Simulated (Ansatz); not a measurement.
**C₅H₆S: a ladder of functionals and wavefunction methods**

One table from this session's results is given with a row withheld; the runs are named, their logs left out.

Method: functionals in def2-TZVPP, the program's frozen cores in correlated methods; program: Ansatz 0.2.0, Gaussian basis.

Levels to be run: LDA (SPW92), PBE-D4, revPBE-D4, BLYP-D4, r2SCAN-D4, B97M-V, PBE0-D4, B3LYP-D4, r2SCANh-D4, r2SCAN0-D4, HSE06-D4, BHLYP-D4, CAM-B3LYP-D4, LC-ωPBE, ωB97X-V, ωB97M-V, B2PLYP, PBE-QIDH; CCSD(T)/def2-SVP; CCSD(T)/def2-TZVPP; MP2/def2-QZVPP; extrapolation to the limit; RPA on PBE.

## The relaxed structure

The geometry comes from an earlier relaxation with PBE0-D4 in a triple-zeta def2 set; it is a stationary point, not always the lowest conformer.

SMILES `Cc1cccs1`, 12 atoms, charge 0, spin multiplicity 1.

Atoms are counted from 1 here; the program's logs count them from 0.

Bond lengths: C1–C2 1.489 Å, C1–H7 1.091 Å, C1–H8 1.093 Å, C1–H9 1.093 Å, C2–C3 1.365 Å, C2–S6 1.718 Å, C3–C4 1.418 Å, C3–H10 1.083 Å, C4–C5 1.361 Å, C4–H11 1.082 Å, C5–S6 1.708 Å, C5–H12 1.079 Å. Angles: C2–C1–H7 109.7°, C2–C1–H8 111.9°, C2–C1–H9 111.9°, H7–C1–H8 107.9°, H7–C1–H9 107.9°, H8–C1–H9 107.5°, C1–C2–C3 128.3°, C1–C2–S6 121.6°, C3–C2–S6 110.1°, C2–C3–C4 113.4°, C2–C3–H10 122.6°, C4–C3–H10 124.0°, C3–C4–C5 112.5°, C3–C4–H11 124.1°, C5–C4–H11 123.4°, C4–C5–S6 111.2°, C4–C5–H12 128.4°, S6–C5–H12 120.4° and more.

The first run:

Contents of in.yaml:

```yaml
crystal:
  periodic: [false, false, false]
  atoms:
    - {symbol: C, position_ang: [-0.173593, -0.628566, 1.896175]}
    - {symbol: C, position_ang: [-0.138574, -0.090138, 0.508343]}
    - {symbol: C, position_ang: [0.729212, -0.402146, -0.497871]}
    - {symbol: C, position_ang: [0.474045, 0.302426, -1.701660]}
    - {symbol: C, position_ang: [-0.589283, 1.145166, -1.595212]}
    - {symbol: S, position_ang: [-1.275527, 1.078461, -0.032464]}
    - {symbol: H, position_ang: [0.632624, -1.351265, 2.030022]}
    - {symbol: H, position_ang: [-1.117863, -1.135005, 2.112662]}
    - {symbol: H, position_ang: [-0.044953, 0.160002, 2.642196]}
    - {symbol: H, position_ang: [1.530475, -1.120267, -0.374924]}
    - {symbol: H, position_ang: [1.055666, 0.187574, -2.606800]}
    - {symbol: H, position_ang: [-1.005230, 1.798757, -2.346467]}
basis:
  gaussian: {orbitals: def2-TZVPP}
hamiltonian: {xc: lda}
output: {orbitals: {seedname: orbitals}}
```

Run with:

```bash
> ansatz run in.yaml --threads 4 --pin off --events-out ev --progress --plain --max-ram 10444MiB
```

Steps of the session up to this table: LDA; PBE-D4 (GGA); revPBE-D4 (GGA); BLYP-D4 (GGA); r2SCAN-D4 (meta-GGA); B97M-V (meta-GGA); PBE0-D4 (hybrid); B3LYP-D4 (hybrid); r2SCANh-D4 (hybrid); r2SCAN0-D4 (hybrid); HSE06-D4 (hybrid); BHLYP-D4 (hybrid); CAM-B3LYP-D4 (range-separated); LC-ωPBE (range-separated); ωB97X-V (range-separated); ωB97M-V (range-separated); B2PLYP (double hybrid); PBE-QIDH (double hybrid).

One table of the session follows, with a row left open; its other results are not shown here.

It belongs to the step «Frontier levels by functional». 

```
  functional  HOMO (eV)  gap (eV)
 LDA (SPW92)      -5.70      4.38
      PBE-D4      -5.52      4.39
   revPBE-D4      -5.46      4.40
     BLYP-D4          ?         ?
   r2SCAN-D4      -5.68      4.72
      B97M-V      -5.66      4.74
     PBE0-D4      -6.54      6.28
    B3LYP-D4      -6.32      5.86
  r2SCANh-D4      -6.07      5.42
  r2SCAN0-D4      -6.65      6.48
    HSE06-D4      -6.14      5.51
    BHLYP-D4      -7.37      8.11
CAM-B3LYP-D4      -7.78      8.59
     LC-ωPBE      -9.11     10.96
     ωB97X-V      -8.75     10.57
     ωB97M-V      -8.65     10.41
```

Estimate the missing values for BLYP-D4.

Worked estimate for «HOMO (eV)». Against the share of exact exchange, B3LYP-D4 (0.2, -6.32), BHLYP-D4 (0.5, -7.37) give a slope of -3.50 per unit share; at 0 the line stands at -5.62.

**Answer.** HOMO (eV): -5.34; gap (eV): 4.35. In «HOMO (eV)» the line misses by -0.28.
